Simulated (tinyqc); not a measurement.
Geometry optimisation on the UHF/sto-3g surface (energies and gradients from PySCF), for OH+, spin multiplicity 3, step by step. One step of it, computed by the program tinyqc.

Problem. Step 2: move. Quasi-Newton step p = -H^(-1) g (the inverse Hessian comes from BFGS updates; coordinates in the order x, y, z of each atom); steps longer than 0.1 bohr are cut back (factor 0.921 here).

positions after step 1 (bohr):
```
           x         y          z
1O  0.000000  0.000000  -0.070711
2H  0.000000  0.000000   1.699655
```

gradient (hartree/bohr):
```
             x           y            z
1O  0.00000000  0.00000000   0.18392972
2H  0.00000000  0.00000000  -0.18392972
```

inverse Hessian in use (bohr^2/hartree):
```
          1         2         3         4         5         6
1  3.333333  0.000000  0.000000  0.000000  0.000000  0.000000
2  0.000000  3.333333  0.000000  0.000000  0.000000  0.000000
3  0.000000  0.000000  1.875418  0.000000  0.000000  1.457916
4  0.000000  0.000000  0.000000  3.333333  0.000000  0.000000
5  0.000000  0.000000  0.000000  0.000000  3.333333  0.000000
6  0.000000  0.000000  1.457916  0.000000  0.000000  1.875418
```

Give: positions after step 2.

Solution.

positions after step 2 (bohr):
```
         x       y        z
1O  0.0000  0.0000  -0.1414
2H  0.0000  0.0000   1.7704
```
